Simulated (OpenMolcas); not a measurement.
## How methods differ on CH5BO (SMILES CBO)

CH5BO has 8 atoms, charge 0, and is taken as a singlet. SMILES: `CBO`. Geometry: relaxed at PBE0-D4/def2-TZVP. This is one conformer, not always the lowest.

Quantity: the HOMO–LUMO gap, in eV. The values are calculated.

```json
{"level": "HF/6-311+G**", "kind": "Hartree–Fock", "program": "OpenMolcas", "value (eV)": "13.71", "CPU time": "9.8 s"}
{"level": "SVWN5/6-311+G**", "kind": "LDA", "program": "OpenMolcas", "value (eV)": "6.06", "CPU time": "34 s"}
{"level": "BLYP/6-311+G**", "kind": "GGA", "program": "OpenMolcas", "value (eV)": "6.30", "CPU time": "42 s"}
{"level": "PBE/6-311+G**", "kind": "GGA", "program": "OpenMolcas", "value (eV)": "6.24", "CPU time": "40 s"}
{"level": "M06-L/6-311+G**", "kind": "meta-GGA", "program": "OpenMolcas", "value (eV)": "7.08", "CPU time": "53 s"}
{"level": "r2SCAN/6-311+G**", "kind": "meta-GGA", "program": "OpenMolcas", "value (eV)": "6.98", "CPU time": "53 s"}
{"level": "B3LYP/6-311+G**", "kind": "global hybrid", "program": "OpenMolcas", "value (eV)": "8.21", "CPU time": "40 s"}
{"level": "PBE0/6-311+G**", "kind": "global hybrid", "program": "OpenMolcas", "value (eV)": "8.68", "CPU time": "37 s"}
```

The values span 6.06 to 13.71 eV. Orbital gaps aren't excitation energies; they tend to grow with the share of exact exchange. CPU times are rough (shared hosts, several kinds of processor): they show what a rung costs within a factor of a few.
